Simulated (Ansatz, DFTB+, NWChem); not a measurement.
Computed against measured: dipole moment

6 molecules with nitrogen; the dipole moment in D, computed less measured. Shapes, held fixed at every level: PBE0-D4/def2-TZVP. No vibrational averaging. Dipoles are compared by magnitude; molecules under 1 D, whose direction can flip, are left out. Programs: Ansatz 0.2.0, DFTB+ 25.1, NWChem 7.3.0. Measured values: NIST CCCBDB.

Levels: A = DFTB3-D3(BJ); B = HF/def2-SVP; C = B3LYP/6-31G* (spherical functions); D = PBE0/def2-SVP.

```csv
molecule,measured,A,B,C,D
HCN (SMILES C#N),2.98,-1.22,+0.21,-0.08,-0.09
C3HN (cyanoacetylene),3.72,-1.35,+0.37,+0.09,+0.02
C2H5N (N-methylmethanimine),1.53,-0.72,+0.21,-0.13,-0.09
C3H3NO (oxazole),1.50,-0.39,+0.02,+0.05,+0.05
C2H7N (dimethylamine),1.03,-0.49,+0.06,-0.05,-0.07
C4H5N (pyrrole),1.84,+0.07,+0.18,+0.10,+0.19
```

Which level does best on this set, which worst, and which err to one side?


```csv
level,kind,mean error,mean absolute error,worst case
DFTB3-D3(BJ),semi-empirical,-0.683,0.707,C3HN
HF/def2-SVP,Hartree–Fock,+0.175,0.175,C3HN
B3LYP/6-31G* (spherical functions),global hybrid,-0.003,0.083,C2H5N
PBE0/def2-SVP,global hybrid,+0.002,0.085,C4H5N
```

On this set B3LYP/6-31G* (spherical functions) has the smallest mean absolute error and DFTB3-D3(BJ) the largest. DFTB3-D3(BJ) is too low in 5 of 6; HF/def2-SVP is too high in 6 of 6. The tabulated value of C4H5N is in doubt (older tables, estimates, or at odds with other calculations) and kept here. Over the 5 molecules whose values aren't doubted the mean absolute errors are A 0.834; B 0.174; C 0.080; D 0.064. The smallest two are near a tie. The set is small.
